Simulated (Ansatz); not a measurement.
Cost and result for the atomization energy of `C/N=C(\C)O` (12 atoms, 11 bonds).

```xyz
12

C    -1.5199   -0.5771   -0.2941
N    -0.9088    0.6632    0.1129
C     0.3458    0.7106    0.2326
C     1.3324   -0.3862    0.0021
O     0.9286    1.8651    0.6128
H    -2.6011   -0.4460   -0.3433
H    -1.1810   -0.9054   -1.2852
H    -1.3173   -1.3950    0.4095
H     1.1178   -1.2289    0.6637
H     2.3484   -0.0408    0.1802
H     1.2517   -0.7542   -1.0236
H     0.2035    2.4948    0.7323
```

Charge 0, multiplicity 1. All single points use the PBE0-D4/def2-TZVP geometry. It is one conformer, not always the lowest. Program: Ansatz. All runs use 4 threads of an Intel Xeon Platinum 8488C on a shared host. Times are those of one run each, without the atoms' runs, and a repeat can differ threefold. Electronic energies, without spin–orbit coupling; frozen cores. CCSD(T)/CBS adds CCSD(T) − MP2 in def2-TZVPP to the MP2 limit, and its time is that of the two runs behind it. T1 = 0.013. HSE06 is the plane-wave form, built on full-range PBE exchange.

CCSD(T)/CBS is a level of theory with its own doubt, some kJ/mol a heavy atom from the limit and from the frozen cores, so smaller differences don't rank the functionals.

```tsv
level	functions	wall time
BLYP-D4/def2-TZVPP	253	1.4 s
PBE0-D4/def2-TZVPP	253	1.6 s
HSE06-D4/def2-TZVPP	253	2.1 s
CAM-B3LYP-D4/def2-TZVPP	253	2.1 s
r2SCAN-D4/def2-TZVPP (with forces)	253	2.6 s
CCSD(T)/def2-SVP	105	3.4 s
B2PLYP/def2-TZVPP	253	3.6 s
PBE-QIDH/def2-TZVPP	253	3.7 s
ωB97X-V/def2-TZVPP	253	4.1 s
B97M-V/def2-TZVPP	253	4.2 s
MP2/def2-QZVPP	495	17 s
CCSD(T)/def2-TZVPP	253	81 s
CCSD(T)/CBS(def2)	–	98 s
```

Question: What atomization energy does each give, and how far from CCSD(T)/CBS? (Estimate.)

Answer: The calculation gave: 
```tsv
level	atomization (kJ/mol)	difference from CCSD(T)/CBS	per bond
BLYP-D4/def2-TZVPP	4815.4	32.9	3.0
PBE0-D4/def2-TZVPP	4820.0	37.5	3.4
HSE06-D4/def2-TZVPP	4824.1	41.6	3.8
CAM-B3LYP-D4/def2-TZVPP	4821.3	38.8	3.5
r2SCAN-D4/def2-TZVPP (with forces)	4797.5	15.0	1.4
CCSD(T)/def2-SVP	4552.3	-230.2	-20.9
B2PLYP/def2-TZVPP	4748.1	-34.4	-3.1
PBE-QIDH/def2-TZVPP	4758.5	-24.0	-2.2
ωB97X-V/def2-TZVPP	4799.4	16.9	1.5
B97M-V/def2-TZVPP	4791.9	9.4	0.9
MP2/def2-QZVPP	4814.6	32.1	2.9
CCSD(T)/def2-TZVPP	4657.1	-125.4	-11.4
CCSD(T)/CBS(def2)	4782.5	0.0	0.0
```

From PBE to PBE0 (25 % exact exchange), in def2-TZVPP and without D4, the atomization energy moves by −111.7 kJ/mol: exact exchange takes away binding that semilocal exchange gives to molecules. At CCSD(T), def2-SVP lies −230.1 kJ/mol from the extrapolated value and def2-TZVPP −125.3 kJ/mol: correlation converges slowly with the basis, and small sets miss more of it in the bonded molecule than in its fragments. The D4 term adds +31.7 kJ/mol with B3LYP and +16.6 kJ/mol with PBE0; it sums over pairs of atoms, weighted by their polarisabilities, and B3LYP, whose exchange is more repulsive, gets the larger term.

B3LYP here is the variant with VWN-RPA as its local correlation; programs differ in this.
